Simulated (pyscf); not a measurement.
Homolytic dissociation enthalpies at 298 K of Ge–O, O–Si bonds in 6 gas-phase molecules, in eV. Single points on ωB97X-D3(BJ)/def2-SVP structures (PySCF, gas phase). MP2 and CC: frozen core, UHF for open shells. ΔMP2 is the change of the MP2 total energy from the triple- to the quadruple-zeta basis. Both columns use the same structures and thermal terms. Rows were drawn at random from the closed-shell molecules with such a bond whose radicals are computed, keep their shape and have no isomer in the data more than 5 kcal/mol lower.

```
row         molecule             radicals  PBE/def2-TZVP  CCSD(T)/def2-TZVPP + ΔMP2(QZVPP)
---  ---------------  -------------------  -------------  --------------------------------
1     F–Al(F)–O–SiH₃   •O–Al(F)–F + SiH₃•           5.49                              5.82
2    HO–Al(F)–O–SiH₃  •O–Al(OH)–F + SiH₃•           5.45                                 ?
3        HO–GeH₂–PH₂      OH• + H₂P–GeH₂•           4.20                              4.34
4        HO–SiH(F)–F       OH• + F–SiH•–F           5.74                              6.00
5         HO–SiH₂–Br       OH• + •H₂Si–Br           5.29                              5.48
6       HO–SiH(F)–Cl      OH• + F–SiH•–Cl           5.59                              5.84
```

**Question.** Fit a line that carries the PBE values to the last column and predict row 2.

**Answer.** In the 5 complete rows the last column lies 0.14 to 0.33 eV from PBE (mean 0.23, median 0.25). Least squares gives y = -0.24 + 1.09·x with residuals of 0.04 eV (root mean square). For row 2: -0.24 + 1.09 × 5.45 = 5.70 eV. The computed value is 5.80 eV, 0.10 over the line. The CCSD(T) − MP2 part came from Ansatz, without density fitting, on the same reference. The frozen core leaves the outer d or s,p core shells of the metals and heavy elements correlated in the MP2 and CC values, and def2-TZVPP describes them poorly, which can shift differences by a few kcal/mol. Left out: the spin-orbit lowering of OH. Elements up to Kr have no core potential and no relativistic terms here.
